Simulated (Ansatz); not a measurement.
# One element changed: atomization energies of H2N–CH2, H2Si–NH2, H₂Ge–NH₂

Ansatz 0.2.0, basis cc-pVDZ; geometries are PBE0/def2-TZVP minima. Wave-function levels freeze the cores with the filled d shells of p-block atoms; HF, MP2 and coupled cluster are restricted for singlets and unrestricted otherwise, atoms included, restricted open-shell where a d shell is frozen. The reference is CCSDT(Q) (coupled cluster only where its series has nearly closed). An error is the level's value less the reference. None of these values is a measured one. Energies are electronic, without zero-point terms. No spin–orbit coupling and no scalar relativity. The set is small: it underbinds, by tens of kJ/mol for each bond, so near ties and functionals' places can change in larger sets. The species are chosen: bound, without strong static correlation by their natural occupations or amplitudes, in their lowest spin state as far as vertical gaps and like structures tell, and with a ladder that closes on the reference, so errors are smaller than for species at large; levels whose determinant breaks symmetry or spin markedly are left out.

```tsv
species	bonds (Å)	quantity	symmetry of the states	reference	value (kJ/mol)	error CCSD	error CCSD(T)	error CCSDT
H2N–CH2, doublet	C–N 1.386, N–H 1.008, C–H 1.082, angles at C 117/119°, angles at N 111/115°	atomization	A'	CCSDT(Q)	1830.0	-18.2	-1.7	-1.3
H2Si–NH2, doublet	N–Si 1.725, Si–H 1.493, N–H 1.008, angles at N 111/120°, angles at Si 107/110°	atomization	A'	CCSDT(Q)	1564.9	-16.1	-1.9	-1.3
```

**Question.** One member is withheld: H2Ge–NH2, doublet (N–Ge 1.842, Ge–H 1.551, N–H 1.010, angles at N 109/116°, angles at Ge 106/110°), where CCSD gives 1448.8 kJ/mol for the atomization. Estimate from the other members what CCSDT(Q) gives.

**Answer.** The errors of CCSD for the others average -17.1 kJ/mol; taking that off gives 1465.9, which misses by 0.9, against 18.0 without the correction. The computed value at CCSDT(Q) is 1466.8 kJ/mol. Errors against it: CCSD -18.0, CCSD(T) -2.3, CCSDT -1.4.

The reference falls from C to Ge, by 363.2 kJ/mol in all.
